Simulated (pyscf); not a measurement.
## Concerted two-bond exchange: Cl–Ga [singlet] + H₂O -> O=Ga–Cl + H₂

Gas phase, singlet surface, charge 0. Bonds broken: O3–H4, O3–H5. Bonds formed: Ga1–O3, H4–H5. PySCF, gas phase, ωB97X-D3(BJ)/def2-SVP geometries.

Transition state (Å):

```xyz
5

Ga     1.0309     1.5523    -0.1617
Cl     3.0937     0.8970    -0.0201
O     -0.4584     0.5094    -0.4029
H     -0.7629    -0.5083     0.0415
H     -1.0276    -0.9643    -0.7400
```

One imaginary mode, 1366i cm⁻¹; descent along it reached the two sides named, in the forms told below.

```tsv
bond	change	reactant side (Å)	saddle	product side
O3–H4	breaks	0.973	1.151	2.441
O3–H5	breaks	0.966	1.615	3.2
Ga1–O3	forms	2.444	1.834	1.642
H4–H5	forms	1.550	0.943	0.763
```

Electronic energies relative to the separated reactants (kcal/mol):

```tsv
level	barrier	reaction energy	reverse barrier
ωB97X-D3(BJ)/def2-TZVP	94.4	+45.8	48.6
PBE/def2-TZVP	71.0	+41.0	30.0
r²SCAN/def2-TZVP	74.9	+40.1	34.8
B3LYP-D3(BJ)/def2-TZVP	82.2	+47.3	34.9
PBE0-D3(BJ)/def2-TZVP	83.6	+47.7	36.0
M06-2X/def2-TZVP	90.7	+47.8	42.9
ωB97M-D3(BJ)/def2-TZVP	94.3	+50.3	44.1
HF/def2-TZVP	121.8	+62.1	59.7
```

With ωB97M-D3(BJ)/def2-TZVP energies and thermal terms (ideal gas, 1 atm, RRHO with modes under 100 cm⁻¹ raised to 100, one conformer, R ln 2 for chiral ones without a mode under 150 cm⁻¹), in kcal/mol:

| T (K) | ΔH‡ | ΔG‡ | ΔH | ΔG |
|---|---|---|---|---|
| 298 | 87.9 | 96.3 | +45.5 | +47.7 |
| 600 | 88.6 | 104.5 | +46.5 | +49.6 |
| 900 | 89.5 | 112.3 | +47.5 | +50.9 |
| 1200 | 90.5 | 119.8 | +48.4 | +52.0 |

On the reactant side the descent ends in a bound adduct, 10.1 kcal/mol under the separated species and 104.5 kcal/mol under the saddle at ωB97X-D3(BJ)/def2-TZVP. The same reactants have a lower exit, to HO–GaH–Cl (barrier +46.1 kcal/mol at ωB97M-D3(BJ)/def2-TZVP, against +94.3 kcal/mol here). This is the saddle that the search found; another between the same sides may lie lower. A restricted solution here is unstable towards spin polarisation, so biradical character is likely and single-reference numbers are less safe. Elements up to Kr have no core potential and no relativistic terms here.
